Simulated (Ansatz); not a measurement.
Zinc-blende BeTe was calculated with r²SCAN (PAW; Ansatz, a program for electronic structure).

A relaxed, unreconstructed slab of the (110) face has 16 atoms, two equal faces of 22.632 Å² each and an energy of -56711.4545 eV. A bulk cell of 4 atoms with the same orientation and in-plane k mesh has -14178.1791 eV. Energies are extrapolated to zero smearing.

Run with plane-wave cutoff 500 eV, 6×8×1 k mesh (along the axes of the cell as run), gaussian smearing 0.02 eV, scalar-relativistic PAW data made under PBE.

Worked out: γ = (E_slab − N E_bulk per atom)/2A = [-56711.4545 − 16 × (-14178.1791/4)]/(2 × 22.632) = 0.0279 eV/Å². With 16.022 J/m² per eV/Å² this is 0.45 J/m², or 0.63 eV per surface cell and face.
